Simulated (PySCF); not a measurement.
## Shapes and spin states of C₃

These are results of PySCF, PBE, basis C def2-TZVP (no relativity, density fitting), not measurements.

Relaxations began from a few typed shapes and spin states; open shells are unrestricted. The search is not exhaustive: other isomers or separated fragments can lie lower, and high-lying points may rest on an excited occupation.

Q: Which is the lowest minimum found?
A. singlet D∞h: C–C 1.301 Å (×2); C–C–C 180.0°
B. singlet C2v: C–C 1.302 Å (×2); C–C–C 158.1°
C. triplet D3h: C–C 1.376 Å (×3); C–C–C 60.0° (×3)

A: A. The others lie at 0.1 (singlet C2v), 50.9 (triplet D3h) kJ/mol above it.
